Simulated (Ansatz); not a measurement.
# AlPH (doublet): inputs that go wrong at scale of all distances = 1.000

3 inputs are run for AlPH (doublet) as typed; the log has to tell whether the result can be used and what must change.

Computed with Ansatz 0.2.0, Gaussian basis. Level: the settings change from run to run.

23 further runs of the same task are left out: 1 for a mislabelled method, 19 that didn't finish, 3 set aside as unsound or not needed.

## 1. The system

The geometry derives from a PBE0/def2-TZVP stationary point (not a proven minimum). All distances are scaled together.

3 atoms, charge 0, spin multiplicity 2.

Atoms are counted from 1 here; the program's logs count them from 0.

Bond lengths: Al1–P2 2.144 Å, Al1–H3 1.581 Å. Angles: P2–Al1–H3 180.0°.

## 2. Attempt 1

in.yaml reads:

```yaml
crystal:
  periodic: [false, false, false]
  atoms:
    - {symbol: Al, position_ang: [0.000000, 0.000000, 0.187600]}
    - {symbol: P, position_ang: [0.000000, 0.000000, -1.956600]}
    - {symbol: H, position_ang: [0.000000, 0.000000, 1.769000]}
basis:
  gaussian: {orbitals: def2-SVP}
magnetization: {spin_polarized: false, initial_magnetization: 1}
correlation: {method: qcisd_t, electrons: outside_noble_gas}
accuracy: high
scf: {lower_state_search: light}
output: {forces: true}
```

On the command line:

```console
ansatz run in.yaml --threads 1 --pin off --events-out ev --progress --plain --max-ram 2393MiB
```

The log of the run:

```text
Error: YAML parse error: error: line 10 column 23: unknown variant `qcisd_t`, expected one of mp2, rpa, ccsd, ccsd_t, bccd, bccd_t, ccsdt, ccsdt_q, ccsdt_q_b, ccsdtq, fci, sc_nevpt2, fic_nevpt4_sd, fic_mrcisd_q, fic_mrcisd_q_relaxed
  --> <input>:10:23
   |
 8 |   gaussian: {orbitals: def2-SVP}
 9 | magnetization: {spin_polarized: false, initial_magnetization: 1}
10 | correlation: {method: qcisd_t, electrons: outside_noble_gas}
   |                       ^ unknown variant `qcisd_t`, expected one of mp2, rpa, ccsd, ccsd_t, bccd, bccd_t, ccsdt, ccsdt_q, ccsdt_q_b, ccsdtq, fci, sc_nevpt2, fic_nevpt4_sd, fic_mrcisd_q, fic_mrcisd_q_relaxed
11 | accuracy: high
12 | scf: {lower_state_search: light}
   |
```

Run time: 0.03 s. Hardware: 1 thread of Arm Neoverse V1, shared host.

**Diagnosis.** The run was refused. The method's name isn't one that the program knows. Fix: name one from the list in the message.

## 3. Attempt 2

in.yaml reads:

```yaml
crystal:
  periodic: [false, false, false]
  atoms:
    - {symbol: Al, position_ang: [0.000000, 0.000000, 0.099278]}
    - {symbol: P, position_ang: [0.000000, 0.000000, -1.035433]}
    - {symbol: H, position_ang: [0.000000, 0.000000, 0.936155]}
basis:
  gaussian: {orbitals: cc-pVDZ, fitting: {mean_field: def2-universal-jkfit}}
magnetization: {spin_polarized: false, initial_magnetization: 1}
correlation: {method: mp2, electrons: outside_noble_gas}
```

Launched as before.

The log of the run:

```text
Functional definition: HF
  name "HF"
  cite "Fock, Z. Phys. 61, 126 (1930) doi:10.1007/BF01340294"
  parent pbe
  exchange = exact_x
  correlation = 0
274 factors; integrals over basis functions are off by at most 6.0e-2 eV
mean field evaluation 1: about -15817.4415 eV, gradient 1.2e1 eV
mean field evaluation 2: about -15818.2868 eV, gradient 5.2e0 eV
mean field evaluation 4: about -15818.4887 eV, gradient 4.2e-1 eV
mean field evaluation 8: about -15818.4915 eV, gradient 2.8e-6 eV
mean field -15818.49149438 eV, -581.3188402599 hartree, gradient 2.8e-6 eV, S^2 0.750000; 0 other end points of the search recorded, 0 dependent functions left out
10 core orbitals not correlated: weight in the atoms' cores, before any rotation towards them, 0.999 or more for the frozen orbitals, at most 0.000 for the correlated occupied ones
reference -15818.49149438 eV, -581.3188402599 hartree; 5, 4 occupied and 26, 27 virtual orbitals, 274 factors
second order -3.70636342 eV of doubles, -0.04119550 eV of singles
Total energy: -15822.23905331 eV, -581.4565605102 hartree
```

Wall time 0.21 s (1 thread of Arm Neoverse V1, shared host).

**Diagnosis.** The run converged, which proves nothing about the input. The coordinates are scaled by the bohr-ångström factor. The shortest distance is 0.84 Å, against 1.58 Å in the geometry of step 1. Its energy belongs to another geometry. Cure: restore the coordinates in ångström.

## 4. Attempt 3

in.yaml reads:

```yaml
crystal:
  periodic: [false, false, false]
  atoms:
    - {symbol: Al, position_ang: [0.000000, 0.000000, 0.187600]}
    - {symbol: P, position_ang: [0.000000, 0.000000, -1.956600]}
    - {symbol: H, position_ang: [0.000000, 0.000000, 1.769000]}
basis:
  gaussian: {orbitals: def2-SVP}
magnetization: {spin_polarized: false, initial_magnetization: 1}
correlation: {method: caspt2, electrons: valence}
scf: {lower_state_search: off}
```

Launched as before.

The log of the run:

```text
Error: YAML parse error: error: line 10 column 23: unknown variant `caspt2`, expected one of mp2, rpa, ccsd, ccsd_t, bccd, bccd_t, ccsdt, ccsdt_q, ccsdt_q_b, ccsdtq, fci, sc_nevpt2, fic_nevpt4_sd, fic_mrcisd_q, fic_mrcisd_q_relaxed
  --> <input>:10:23
   |
 8 |   gaussian: {orbitals: def2-SVP}
 9 | magnetization: {spin_polarized: false, initial_magnetization: 1}
10 | correlation: {method: caspt2, electrons: valence}
   |                       ^ unknown variant `caspt2`, expected one of mp2, rpa, ccsd, ccsd_t, bccd, bccd_t, ccsdt, ccsdt_q, ccsdt_q_b, ccsdtq, fci, sc_nevpt2, fic_nevpt4_sd, fic_mrcisd_q, fic_mrcisd_q_relaxed
11 | scf: {lower_state_search: off}
   |
```

Run time: 0.03 s. Hardware: 1 thread of Arm Neoverse V1, shared host.

Diagnosis: The run was refused. The method's name isn't one that the program knows. Fix: name one from the list in the message.

## 5. Summary

| attempt | level | ended | cause | time |
| --- | --- | --- | --- | --- |
| 1 | 'qcisd_t'/def2-SVP | refused | the method's name isn't one that the program knows | 0.03 s |
| 2 | MP2 on ROHF/cc-pVDZ | converged | the coordinates are scaled by the bohr-ångström factor | 0.21 s |
| 3 | 'caspt2'/def2-SVP | refused | the method's name isn't one that the program knows | 0.03 s |

2 refused, 1 converged. The input that converges on a wrong geometry or spin is the dangerous one: no error points at it, so geometry and ⟨S²⟩ have to be checked.
